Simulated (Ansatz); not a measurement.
Nudged elastic band run: C$_{3}$H$_{6}$ClFO

Input:

```yaml
crystal:
  periodic: [false, false, false]
  atoms:
    - { symbol: F, position_ang: [1.487775, -0.361181, 2.135763] }
    - { symbol: C, position_ang: [0.931128, -1.205518, 1.156145] }
    - { symbol: O, position_ang: [0.704047, -0.527144, -0.039877] }
    - { symbol: C, position_ang: [-0.320565, 0.482917, 0.044063] }
    - { symbol: C, position_ang: [-0.647195, 0.972926, -1.360292] }
    - { symbol: Cl, position_ang: [-1.500555, -0.303233, -2.371009] }
    - { symbol: H, position_ang: [1.656227, -2.001809, 0.926363] }
    - { symbol: H, position_ang: [-0.006005, -1.616691, 1.583813] }
    - { symbol: H, position_ang: [-1.224318, 0.079387, 0.541672] }
    - { symbol: H, position_ang: [0.047104, 1.34321, 0.636774] }
    - { symbol: H, position_ang: [0.269571, 1.241021, -1.903128] }
    - { symbol: H, position_ang: [-1.320113, 1.840814, -1.316288] }
basis:
  gaussian: { orbitals: "6-31G*" }
hamiltonian:
  xc: blyp
neb:
  order_check: false
  images: 5
  f_tol: 0.05
  max_iterations: 60
  initial_path: idpp
  final_atoms:
    - { symbol: F, position_ang: [1.95184508, -0.56352473, 1.57508251] }
    - { symbol: C, position_ang: [0.7827288, -1.25936113, 1.22187528] }
    - { symbol: O, position_ang: [0.27347189, -0.83180988, -0.00392221] }
    - { symbol: C, position_ang: [-0.20525055, 0.52812928, 0.00874084] }
    - { symbol: C, position_ang: [-0.86156328, 0.83519131, -1.33103208] }
    - { symbol: Cl, position_ang: [0.34709345, 0.91376205, -2.71179248] }
    - { symbol: H, position_ang: [1.03090142, -2.32520225, 1.09719373] }
    - { symbol: H, position_ang: [0.05791426, -1.10358665, 2.04836883] }
    - { symbol: H, position_ang: [-0.97336615, 0.64986398, 0.80402124] }
    - { symbol: H, position_ang: [0.6228231, 1.22644943, 0.21623104] }
    - { symbol: H, position_ang: [-1.35737606, 1.8155992, -1.29289685] }
    - { symbol: H, position_ang: [-1.59212097, 0.05918836, -1.59787086] }
```

Launched with:

```bash
$ ansatz run input.yaml --threads 2 --pin off --max-ram 3072MiB --backend cpu --events-out ev --progress --plain --runs-dir out
```

Output, in part (warnings, iteration lines, the closing report on the highest movable image, with atoms numbered from 0):

```
NEB end point (image 0): max|allowed force component| = 1.078e-2 eV/Å (the criterion of neb.relax_end_points is 1.000e-2)
NEB end point (image 6): max|allowed force component| = 1.279e-2 eV/Å (the criterion of neb.relax_end_points is 1.000e-2)
NEB iter   1: max|band force component| = 1.494e0 eV/Å  barrier→ = 0.5059 eV  barrier← = 0.4758 eV  Δτ_max = 0.2000 Å  (209 SCF iters)
NEB iter   2: max|band force component| = 7.776e-1 eV/Å  barrier→ = 0.3299 eV  barrier← = 0.2998 eV  Δτ_max = 0.0269 Å  (151 SCF iters)
NEB iter   3: max|band force component| = 4.171e-1 eV/Å  barrier→ = 0.3191 eV  barrier← = 0.2890 eV  CI = image 3  Δτ_max = 0.0329 Å  (160 SCF iters)
NEB iter   4: max|band force component| = 4.570e-2 eV/Å  barrier→ = 0.3149 eV  barrier← = 0.2848 eV  CI = image 3  Δτ_max = 0.0000 Å  (418 SCF iters)
Total energy: -20491.58977691 eV, -753.0520346030 hartree
Atom 0 at     1.580503    -0.587889     1.989257 Å, force    -0.003222    -0.005369    -0.001553 eV/Å
Atom 1 at     0.666678    -1.331825     1.218045 Å, force     0.005975    -0.005029    -0.004538 eV/Å
Atom 2 at     0.450752    -0.754929    -0.030781 Å, force    -0.015146     0.042268     0.016366 eV/Å
Atom 3 at    -0.211229     0.521920     0.036747 Å, force     0.009749    -0.033268    -0.026872 eV/Å
Atom 4 at    -0.610229     1.038492    -1.379988 Å, force     0.021068    -0.040844    -0.030505 eV/Å
Atom 5 at    -0.129466    -0.058996    -2.765658 Å, force    -0.010382     0.017841     0.008686 eV/Å
Atom 6 at     1.098648    -2.325845     1.023803 Å, force     0.002177    -0.004675     0.008055 eV/Å
Atom 7 at    -0.268381    -1.399460     1.812025 Å, force    -0.000277    -0.001335     0.000100 eV/Å
Atom 8 at    -1.124260     0.428907     0.659174 Å, force     0.002624     0.004849     0.014355 eV/Å
Atom 9 at     0.456988     1.254238     0.520643 Å, force    -0.000024     0.005564     0.014800 eV/Å
Atom 10 at    -0.133921     2.005241    -1.589036 Å, force    -0.011797     0.006175     0.001264 eV/Å
Atom 11 at    -1.698980     1.154844    -1.460232 Å, force    -0.000745     0.013823    -0.000158 eV/Å
Dipole moment:    -0.375125     0.210213     0.312234 e Å
```

The forces met the threshold. A vibrational analysis at the climbing image gives one clearly imaginary mode, 191i cm⁻¹: a first-order saddle point.

Final band (atoms are numbered from 1 in the order of the input):

```
image  path coordinate (Å)  energy (eV)  dihedral O3–C4–C5–Cl6 (°)
    0                 0.00         0.00                         69
    1                 0.73         0.06                         51
    2                 1.47         0.22                         26
    3                 2.20         0.31                         -1
    4                 2.91         0.23                        -28
    5                 3.63         0.08                        -51
    6                 4.34         0.03                        -69
```

The run took 39 s on 2 threads of Intel(R) Xeon(R) Platinum 8488C (Sapphire Rapids), on a shared host, peak memory 0.17 GiB.
